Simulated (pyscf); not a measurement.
Elementary routes open to F–B(F)–F (SMILES FB(F)F) + SiH₄ (SMILES [SiH4]) in the gas phase (singlet surface):
A. F–SiH₃ (SMILES F[SiH3]) + F–BH–F (SMILES FBF) (B–F, H–Si broken; F–Si, B–H formed)
B. HF (SMILES F) + F–B(F)–SiH₃ (SMILES FB(F)[SiH3]) (B–F, H–Si broken; F–H, B–Si formed)

Optimised with ωB97X-D3(BJ)/def2-SVP in PySCF.

### Question
Rank the routes by free-energy barrier at 600 K, lowest first, for ωB97M-D3(BJ)/def2-TZVP energies (ideal gas, 1 atm, RRHO with modes under 100 cm⁻¹ raised to 100, one conformer, R ln 2 for chiral ones without a mode under 150 cm⁻¹).

### Answer
A (2.02 eV), B (3.47 eV)

Route A is the fastest of these, ahead of the next by 1.46 eV. The most stable products are those of A (ΔG = +0.03 eV), so kinetics and thermodynamics agree. At 1200 K A is still the fastest. Only these routes are compared; each barrier is that of the saddle found, and lower ones may exist.
